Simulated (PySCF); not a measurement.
Molecule: SMILES Cn1ccnc1, C$_{4}$H$_{6}$N$_{2}$.

Cartesian coordinates in Å; atom numbers follow the order of the lines, from 1:
```xyz
12

C    -1.603   -0.211    0.423
N    -0.233    0.037    0.059
C     0.766   -0.896   -0.059
C     1.883   -0.192   -0.444
N     1.591    1.137   -0.565
C     0.323    1.240   -0.257
H    -1.668   -0.689    1.412
H    -2.100   -0.857   -0.316
H    -2.142    0.745    0.466
H     0.597   -1.952    0.140
H     2.882   -0.581   -0.640
H    -0.262    2.161   -0.242
```

Geometry PBE0-D3(BJ)/def2-SVP throughout; GIAO in PySCF 2.14.0 with density-fitted response routines, gas phase, one conformer, non-relativistic; equivalent atoms averaged; functional PBE0.

Question: How do the absolute shieldings σ depend on the basis set? (a selection of nuclei; ppm; last column core-seconds on 1 thread of an Arm Neoverse V1, shared host)

Answer: 
```tsv
basis set	functions	C4	C6	C3	C1	N5	H11	H12	H10	H7/H8/H9	core-s
STO-3G	36	124.5	126.0	129.4	197.4	74.1	26.13	26.35	26.88	29.71	2.4
6-31G	66	72.2	68.7	83.3	167.2	-13.6	25.45	25.64	25.71	28.96	4.7
6-31G*	96	69.1	65.8	82.1	162.0	0.0	25.06	25.13	25.40	28.55	6.4
def2-SVP	114	64.4	61.4	78.0	162.5	-12.7	24.47	24.70	24.79	28.04	7.2
6-311+G(2d,p)	198	50.5	47.6	66.0	154.3	-30.4	24.26	24.29	24.62	27.95	16
def2-TZVP	222	49.9	47.1	65.4	153.8	-34.2	24.21	24.31	24.55	27.93	21
```

Question: Which nucleus among those listed moves most, in ppm?

Answer: N5 (pyridine-type nitrogen of an azole): from -34.2 ppm with def2-TZVP to 74.1 ppm with STO-3G. The smallest spread is 1.77 ppm, at H7/H8/H9. Proton shifts span only some 12 ppm, so a few tenths of a ppm matter as much there as several ppm in carbon.

Question: Taking the largest basis, def2-TZVP (222 functions), as the yardstick, rank the others by their worst heavy-atom deviation.

Answer: 6-311+G(2d,p) 3.8 ppm (198 functions), def2-SVP 21.5 ppm (114 functions), 6-31G 22.2 ppm (66 functions), 6-31G* 34.2 ppm (96 functions), STO-3G 108.3 ppm (36 functions).

A small basis that lands close on one nucleus may do so by chance; judge by the trend and by all nuclei.
